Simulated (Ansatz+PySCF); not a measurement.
singlet C₄H₁₀: levels of theory in one basis

```yaml
atoms:
  - { symbol: C, position_ang: [0.0000, -0.3883, -1.7561] }
  - { symbol: C, position_ang: [0.0000, 0.3818, -0.5880] }
  - { symbol: C, position_ang: [0.0000, -0.3818, 0.5880] }
  - { symbol: C, position_ang: [0.0000, 0.3883, 1.7561] }
  - { symbol: H, position_ang: [0.0000, 0.1908, -2.5870] }
  - { symbol: H, position_ang: [0.8165, -0.9879, -1.8020] }
  - { symbol: H, position_ang: [-0.8165, -0.9879, -1.8020] }
  - { symbol: H, position_ang: [-0.8094, 0.9968, -0.5846] }
  - { symbol: H, position_ang: [0.8094, 0.9968, -0.5846] }
  - { symbol: H, position_ang: [0.8094, -0.9968, 0.5846] }
  - { symbol: H, position_ang: [-0.8094, -0.9968, 0.5846] }
  - { symbol: H, position_ang: [0.0000, -0.1908, 2.5870] }
  - { symbol: H, position_ang: [0.8165, 0.9879, 1.8020] }
  - { symbol: H, position_ang: [-0.8165, 0.9879, 1.8020] }
```

Basis set: def2-SVP (spherical functions). Correlated methods keep 4 orbitals frozen. Charge 0, multiplicity 1.

Computed with Ansatz (development build ahead of 0.2.0); each method stands on the lowest determinant of its kind that the runs found.

```json
{"method": "RHF", "E − E(RHF) (eV)": "0.00", "<S²> of the determinant": "0.00"}
```

What does RHF-MP2 give on the same scale?

-15.84 eV.

Is a single determinant a sound starting point here?

By this sign, yes. Unrestricted orbitals gain 0.00 eV and <S²> is 0.00 against 0.00 for a pure state.
